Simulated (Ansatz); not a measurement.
in.yaml

```yaml
crystal:
  periodic: [false, false, false]
  atoms:
    - {symbol: F, position_ang: [0.000000, 0.000000, 0.000000]}
    - {symbol: Be, position_ang: [0.000000, 0.000000, 1.908700]}
basis:
  gaussian: {orbitals: cc-pVDZ, point_charges: [{charge: 1.00, position_ang: [4.575, -0.333, -0.074]}]}
total_charge: 1
magnetization: {spin_polarized: false, initial_magnetization: 2}
correlation: {method: sc_nevpt2, electrons: all, active_space: {window: {electrons: 4, orbitals: 4}, places: [1, 2]}}
```

```sh
$ ansatz run in.yaml --threads 1 --pin off --events-out ev --progress --plain --max-ram 2393MiB
```

**Question.** One thing in this input was set wrong on purpose, beside settings that are merely unusual. What is the gravest fault, and what does the program do?

**Answer.** Two definitions of the active space. How the run ends: refused.
```
Error: invalid value for `correlation.active_space`: name one of window, places and ras
```
